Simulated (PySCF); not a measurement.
Gas-phase reaction: 2 SiH₃ + SiCl₂ ⇌ SiHCl₂ + Si₂H₅

Energies from PySCF, thermal terms from the rigid-rotor harmonic-oscillator model, ideal gas at 1 bar. † marks an energy on the PBE0/def2-TZVP geometry and frequencies; other levels use their own. MP2 and CCSD(T) freeze the core. 6-31G* has spherical d functions here. Open shells (unrestricted): SiH₃ (multiplicity 2), SiHCl₂ (multiplicity 2), Si₂H₅ (multiplicity 2); the rest are closed-shell singlets. B3LYP is the form with VWN-RPA correlation. SiHCl₂, Si₂H₅: computed as isolated molecules; such fragments, hydroxides, amides, oligomers or adducts are transient or little studied in the gas. MP2 isn't extrapolated to the basis-set limit. CCSD(T) isn't extrapolated to the basis-set limit.

```tsv
level	ΔH°(298 K), kJ
B3LYP/6-31G*	-130
B3LYP/def2-TZVP†	-131
BLYP/def2-TZVP†	___
CCSD(T)/def2-SVP†	-128
M06-2X/def2-TZVP†	-141
MP2/def2-SVP†	___
PBE/def2-TZVP†	___
PBE0/def2-QZVP†	-159
PBE0/def2-TZVP	___
ωB97X-V/def2-TZVP†	-163
```

Question: What belongs in the gaps?

Answer: 
- BLYP/def2-TZVP†, ΔH°(298 K), kJ: -116
- MP2/def2-SVP†, ΔH°(298 K), kJ: -140
- PBE/def2-TZVP†, ΔH°(298 K), kJ: -148
- PBE0/def2-TZVP, ΔH°(298 K), kJ: -160
